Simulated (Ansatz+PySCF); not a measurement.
Values are calculated unless marked as measured or tabulated.
Several solutions for singlet H₂S

```xyz
3

S     0.0000    0.0000   -0.2028
H     0.0000    1.8945    1.6227
H     0.0000   -1.8945    1.6227
```

Basis set: 6-31G (spherical functions). Charge 0, multiplicity 1.

PBE0 (unrestricted) was run from several starts with Ansatz (development build ahead of 0.2.0) and PySCF 2.14.0.

```json
{"run": "A", "program": "PySCF", "start": "program defaults", "converged": "yes", "energy (hartree)": "-398.91030", "<S²>": "0.00"}
{"run": "B", "program": "Ansatz", "start": "search for the lowest state", "converged": "yes", "energy (hartree)": "-398.96162", "<S²>": "1.60"}
{"run": "C", "program": "Ansatz", "start": "atomic start, no search", "converged": "yes", "energy (hartree)": "-398.91030", "<S²>": "0.00"}
{"run": "D", "program": "Ansatz", "start": "stability test followed", "converged": "yes", "energy (hartree)": "-398.96162", "<S²>": "1.60"}
```

Question: Which runs reached the lowest solution of this kind, and what is wrong with the others?

Answer: B, D reached the lowest solution found. Converged but too high: A by 1.40 eV, C by 1.40 eV. Convergence only shows a stationary point, and even a stable one can lie too high; stability tests and further starts are what find lower ones. Caution: charge can spread falsely over distant fragments. Caution: the unrestricted determinant is a mixture of spin states.
